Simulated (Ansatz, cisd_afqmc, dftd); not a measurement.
Barrier from CH3Cl2- (complex or saddle point, singlet) to the saddle point below; all geometries are those of the NHTBH38 set.
```
C
H 1 1.0692
H 1 1.0692 2 120.00
H 1 1.0692 2 120.00 3 180.00
Cl 1 2.3226 2 90.00 3 90.00
Cl 1 2.3226 2 90.00 3 -90.00
```
Charge -1, spin multiplicity 1.

Wanted: barrier height (electronic, no zero-point energy), in kcal/mol. Open shells are spin-unrestricted; no spin-orbit coupling. Correlated methods leave the cores frozen. No relativity. AFQMC/CISD: phaseless, guided by CISD from CCSD amplitudes; bars are statistical, one sigma. Outlying blocks are dropped, and bars are widened where a walk drifts. Over all cases where full CI ran beside it in this data, AFQMC minus full CI had a median of +0.1 mEh and passed +0.4 mEh in a tenth of the cases. CBS(X,Y): correlation extrapolated as X^-3, Hartree-Fock from the larger set. A bracket is a step between two methods taken in the basis named. def2-TZVPD holds few diffuse functions, which lowers the functionals' binding of the extra electron.

Published benchmark value: 13.6 kcal/mol (Zhao et al., NHTBH38), a best estimate, not a measurement.

```
level                                                                                              program  barrier height (kcal/mol)  difference against that value
-------------------------------------------------------------------------------------  -------------------  -------------------------  -----------------------------
HF/aug-cc-pV(Q+d)Z                                                                                  Ansatz                       16.7                            3.1
r2SCAN/def2-TZVPD                                                                                   Ansatz                        7.9                           -5.7
CAM-B3LYP-D4/def2-TZVPD                                                                     Ansatz + dftd4                       12.6                           -1.0
MP2/aug-cc-pV(T+d)Z                                                                                 Ansatz                       14.5                            0.9
AFQMC/CISD/aug-cc-pV(T+d)Z                                                                      cisd_afqmc                 12.2 ± 0.4                           -1.4
CCSD(T)/CBS(aug-cc-pV(T+d)Z,aug-cc-pV(Q+d)Z) + [AFQMC/CISD - CCSD(T)]/aug-cc-pV(T+d)Z  Ansatz + cisd_afqmc                 12.6 ± 0.4                           -1.0
```

Ansatz is a first-principles code.
